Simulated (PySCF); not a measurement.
**SF: the SCF solver's settings**

The same problem is solved with other solver options, one edit a run.

Program: PySCF 2.14.0. Level of theory: method and basis as typed in the scripts. These are calculated values, not measurements.

2 further runs of the same task are left out: 2 that didn't finish.

## 1. The system as given

SF: 2 atoms, charge 0, spin multiplicity 2.

No contacts short enough for the rule that draws bonds.

## 2. The base run

Input file input.py:

```python
from pyscf import gto, scf

mol = gto.M(
    atom='S 0 0 0; F 0 0 1.84',
    basis='cc-pvdz-dk',
    charge=0,
    spin=1,
    verbose=4,
)
mf = scf.UHF(mol)
mf = mf.sfx2c1e()
mf.kernel()
mf.dip_moment()
print('orbital energies (hartree):', [e[max(0, n-3):n+3].round(4) for e, n in zip(mf.mo_energy, mol.nelec)])
```

Started as:

```
$ OMP_NUM_THREADS=1 python input.py
```

Its log is not repeated here.

Base result: E(SCF) = -498.052610 Eh, 15 cycles, ⟨S²⟩ = 0.776, μ = 2.55 D.

The bond length is a typed value, not an optimised one.

## 3. Damping 0.5

Edit 1 changes damping: none → 0.5.

Input file input.py:

```python
from pyscf import gto, scf

mol = gto.M(
    atom='S 0 0 0; F 0 0 1.84',
    basis='cc-pvdz-dk',
    charge=0,
    spin=1,
    verbose=4,
)
mf = scf.UHF(mol)
mf = mf.sfx2c1e()
mf.damp = 0.5
mf.diis_start_cycle = 8
mf.kernel()
mf.dip_moment()
print('orbital energies (hartree):', [e[max(0, n-3):n+3].round(4) for e, n in zip(mf.mo_energy, mol.nelec)])
```

Started as:

```
$ OMP_NUM_THREADS=1 python input.py
```

## 4. Convergence threshold 1e-05 hartree

Edit 2 changes convergence threshold: default → 1e-05 hartree.

Edit input.py of step 2 so:

```diff
@@ -11,2 +11,3 @@
 mf = mf.sfx2c1e()
+mf.conv_tol = 1e-05
 mf.kernel()
```

## 5. Initial guess huckel

Edit 3 changes initial guess: minao → huckel.

Edit input.py of step 2 so:

```diff
@@ -11,2 +11,3 @@
 mf = mf.sfx2c1e()
+mf.init_guess = 'huckel'
 mf.kernel()
```

Before running it: what results should come out? Wanted: for each run, E(SCF); from base; gap, α spin; SCF dipole.

The runs gave:

| run | E(SCF) (hartree) | from base (eV) | cycles | gap, α spin (eV) | SCF dipole (D) |
| --- | --- | --- | --- | --- | --- |
| base | -498.052610 | 0 | 15 | 12.91 | 2.55 |
| damping 0.5 | -498.052610 | 0.0000 | 18 | 12.91 | 2.55 |
| convergence threshold 1e-05 hartree | -498.052610 | 0.0000 | 12 | 12.91 | 2.56 |
| initial guess huckel | -498.052610 | 0.0000 | 14 | 12.91 | 2.55 |

Distance from each run's final energy (log10 hartree) by cycle:

| run | cycle 1 | cycle 2 | cycle 3 | cycle 5 | cycle 8 | cycle 12 |
| --- | --- | --- | --- | --- | --- | --- |
| base | -1.2 | -1.6 | -2.8 | -3.6 | -4.0 | -6.6 |
| damping 0.5 | -1.2 | -2.0 | -2.4 | -2.9 | -3.6 | -4.0 |
| convergence threshold 1e-05 hartree | -1.2 | -1.6 | -2.8 | -3.6 | -4.0 | -7.3 |
| initial guess huckel | -1.1 | -1.3 | -3.0 | -3.7 | -4.0 | -7.4 |

In words: No change of the SCF energy comes from damping 0.5 or convergence threshold 1e-05 hartree or initial guess huckel. The base needs 15 cycles and the run with damping 0.5 needs 18.
